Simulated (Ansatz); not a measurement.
**N₂H₂ (triplet): from Hartree-Fock to the top rungs, cc-pVTZ**

How much of the correlation energy of N₂H₂ (triplet) does each wave-function method recover here?

Program: Ansatz 0.2.0, Gaussian basis. Level of theory: cc-pVTZ, core rule «outside noble gas», up to 2 orbitals frozen. These are calculated values, not measurements.

The runs, in order: UHF; CCSD(T) on ROHF; CCSD(T) on UHF; BCCD(T) on ROHF; CCSDT(Q) on ROHF; CCSDT(Q) on UHF; CASSCF and MRCISD+Q, 12 electrons in 10 orbitals; CASSCF and NEVPT2, 12 electrons in 10 orbitals.

6 further runs of the same task are left out: 6 set aside as unsound or not needed. Runs told in other sessions of the task aren't counted.

## 1. The geometry

The geometry is a PBE0/def2-TZVP stationary point (not a proven minimum).

4 atoms, charge 0, spin multiplicity 3.

Atoms are counted from 1 here; the program's logs count them from 0.

Bond lengths: N1–N2 1.256 Å, N1–H3 1.014 Å, N2–H4 1.014 Å. Angles: N2–N1–H3 120.6°, N1–N2–H4 120.6°.

Geometry (Å):

```
atom   x (Å)    y (Å)    z (Å)
  N1  0.0000  -0.1683   0.6052
  N2  0.0000   0.1683  -0.6052
  H3  0.0000   0.5334   1.3366
  H4  0.0000  -0.5334  -1.3366
```

## 2. UHF

File in.yaml:

```yaml
crystal:
  periodic: [false, false, false]
  atoms:
    - {symbol: N, position_ang: [0.000000, -0.168274, 0.605211]}
    - {symbol: N, position_ang: [0.000000, 0.168274, -0.605211]}
    - {symbol: H, position_ang: [0.000000, 0.533378, 1.336557]}
    - {symbol: H, position_ang: [0.000000, -0.533378, -1.336557]}
basis:
  gaussian: {orbitals: cc-pVTZ}
magnetization: {spin_polarized: true, initial_magnetization: 2}
hamiltonian: {xc: hf}
output: {orbitals: {seedname: orbitals}}
```

Launch:

```bash
> ansatz run in.yaml --threads 1 --pin off --events-out ev --progress --plain --max-ram 2816MiB --backend cpu
```

The runs that follow: CCSD(T) on ROHF; CCSD(T) on UHF; BCCD(T) on ROHF; CCSDT(Q) on ROHF; CCSDT(Q) on UHF; CASSCF and MRCISD+Q, 12 electrons in 10 orbitals; CASSCF and NEVPT2, 12 electrons in 10 orbitals.

Before running them: what should the planned runs give, taken together? Wanted: UCCSDT(Q) from the RHF energy; RMP2 from UCCSDT(Q); UMP2 from UCCSDT(Q); RCCSD from UCCSDT(Q); RCCSD(T) from UCCSDT(Q); UCCSD(T) from UCCSDT(Q); RCCSDT(Q) from UCCSDT(Q); NEVPT2 valence from UCCSDT(Q); MRCISD+Q valence from UCCSDT(Q).

The runs gave:

| quantity | value |
| --- | --- |
| UCCSDT(Q) from the ROHF energy | -11.7132 eV |
| RMP2 from UCCSDT(Q) | +56.8 kJ/mol |
| UMP2 from UCCSDT(Q) | +85.1 kJ/mol |
| RCCSD from UCCSDT(Q) | +50.2 kJ/mol |
| RCCSD(T) from UCCSDT(Q) | +3.6 kJ/mol |
| UCCSD(T) from UCCSDT(Q) | +3.7 kJ/mol |
| RCCSDT(Q) from UCCSDT(Q) | +0.1 kJ/mol |
| NEVPT2 valence from UCCSDT(Q) | +129.5 kJ/mol |
| MRCISD+Q valence from UCCSDT(Q) | +13.5 kJ/mol |
| levels within 1 kcal/mol (43 meV) | RCCSD(T), UCCSD(T), BCCD(T), RCCSDT, UCCSDT, RCCSDT(Q) |
| T1 diagnostic | 0.017 |
| effectively unpaired electrons | 2.02 |

In words: RCCSD(T) lands +3.6 kJ/mol from the yardstick (0.3 % of the correlation energy). One determinant dominates. Of the multireference levels listed MRCISD+Q valence comes nearest in total energy (+13.5 kJ/mol), which doesn't show that its space is the better one. These misses are within one basis, not against nature; the frozen cores of restricted and unrestricted runs differ, which can shift their rows.
